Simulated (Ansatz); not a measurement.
Reaction: C2H7B (ethylborane, SMILES BCC) → CH4B (SMILES B[CH2], doublet) + CH3 (SMILES [CH3], doublet) (the C-C bond breaks)
Each species at its own B3LYP-D3(BJ)/def2-TZVP minimum (Ansatz, a program for electronic structure).

Property: bond dissociation energy (electronic), in kcal/mol. UHF or UKS for unpaired electrons; spin-orbit terms are left out. CBS(X,Y): correlation extrapolated as X^-3, Hartree-Fock from the larger set. A bracket is a step between two methods taken in the basis named. The functionals are non-relativistic, so their misses hold any scalar relativity. '+ core + X2C': CCSD(T) terms for core correlation (cc-pwCVTZ) and scalar relativity (cc-pVTZ-DK).

CCSD(T)/CBS(cc-pVTZ,cc-pVQZ) + [CCSDT(Q) - CCSD(T)]/cc-pVDZ + core + X2C (Ansatz) gives 85.9 kcal/mol.

Problem. What does PBE/def2-TZVPD (Ansatz) give here, and how do the other levels compare?

Solution. PBE gives 84.2 kcal/mol, 1.7 kcal/mol below it. Differences of the others: r2SCAN/def2-TZVPD (Ansatz) -8.0; B3LYP/def2-TZVPD (Ansatz) -7.3; PBE0/def2-TZVPD (Ansatz) -2.9; wB97M-V/def2-TZVPD (Ansatz) -0.1; CCSD(T)/CBS(cc-pVTZ,cc-pVQZ) + core + X2C (Ansatz) 0.1 kcal/mol. Nearer than PBE: wB97M-V/def2-TZVPD, CCSD(T)/CBS(cc-pVTZ,cc-pVQZ) + core + X2C.
